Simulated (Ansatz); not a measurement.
in.yaml

```yaml
crystal:
  periodic: [false, false, false]
  atoms:
    - {symbol: F, position_ang: [0.000000, 0.000000, 1.758700]}
    - {symbol: As, position_ang: [0.000000, 0.000000, -0.041600]}
    - {symbol: H, position_ang: [0.000000, 0.000000, -1.717100]}
basis:
  gaussian: {orbitals: cc-pVTZ}
magnetization: {spin_polarized: false, initial_magnetization: 5}
correlation: {method: ccsdt_q, electrons: outside_noble_gas}
```

```sh
$ ansatz run in.yaml --threads 2 --pin off --events-out ev --progress --plain --max-ram 24576MiB --backend cuda --devices 0, --max-vram 18GiB
```

The program prints:

```
1005 factors; integrals over basis functions are off by at most 2.0e-7 eV
mean field evaluation 1: about -63504.6168 eV, gradient 1.5e1 eV
mean field evaluation 2: about -63504.6648 eV, gradient 1.5e1 eV
mean field evaluation 4: about -63506.7171 eV, gradient 3.2e0 eV
mean field evaluation 8: about -63506.8000 eV, gradient 5.8e-1 eV
mean field evaluation 16: about -63506.8061 eV, gradient 2.8e-6 eV
mean field evaluation 32: about -63507.3197 eV, gradient 1.3e-1 eV
mean field evaluation 64: about -63503.2212 eV, gradient 1.8e1 eV
mean field evaluation 96: about -63506.7643 eV, gradient 1.2e0 eV
mean field evaluation 128: about -63507.2782 eV, gradient 2.4e0 eV
mean field evaluation 160: about -63503.4297 eV, gradient 4.9e-1 eV
...
mean field -63507.31988136 eV, -2333.8509588326 hartree, gradient 5.8e-6 eV, S^2 8.750000; 8 other end points of the search recorded, 0 dependent functions left out
determinant -63507.31988136 eV, -2333.8509588326 hartree, with singles and doubles -63516.19042577 eV, -2334.1769453269 hartree
determinant -63506.80606703 eV, -2333.8320765040 hartree, with singles and doubles -63516.12726350 eV, -2334.1746241563 hartree
determinant -63507.31988136 eV, -2333.8509588326 hartree, with singles and doubles -63516.19742470 eV, -2334.1772025328 hartree
determinant -63506.80606703 eV, -2333.8320765040 hartree, with singles and doubles -63516.14285675 eV, -2334.1751971976 hartree
...
15 core orbitals not correlated: weight in the atoms' cores, before any rotation towards them, 0.997 or more for the frozen orbitals, at most 0.003 for the correlated occupied ones
reference -63506.80606703 eV, -2333.8320765040 hartree; 9, 4 occupied and 63, 68 virtual orbitals, 1005 factors
second order -8.66440827 eV of doubles, -0.15610660 eV of singles
...
cycle  12  -9.67235875 eV  change   -2.9e-4 eV  update   1.0e-4
cycle  13  -9.67231153 eV  change    4.7e-5 eV  update   5.8e-5
cycle  14  -9.67229749 eV  change    1.4e-5 eV  update   3.4e-5
cycle  15  -9.67233085 eV  change   -3.3e-5 eV  update   2.0e-5
cycle  16  -9.67234616 eV  change   -1.5e-5 eV  update   1.2e-5
cycle  17  -9.67234551 eV  change    6.5e-7 eV  update   6.5e-6
cycle  18  -9.67234718 eV  change   -1.7e-6 eV  update   3.7e-6
cycle  19  -9.67234763 eV  change   -4.5e-7 eV  update   2.2e-6
cycle  20  -9.67234805 eV  change   -4.1e-7 eV  update   9.1e-7
cycle  21  -9.67234911 eV  change   -1.1e-6 eV  update   5.1e-7
perturbative correction -0.01815077 eV, -0.0006670286 hartree
Total energy: -63516.49656691 eV, -2334.1881958061 hartree
```

The determinant lies 0.51 eV above the lowest one of its kind in the log.

Ran on 2 threads of AMD EPYC 7R13 with a shared H100 80 GB, shared host: 89 s wall, 0.94 GiB peak host memory.
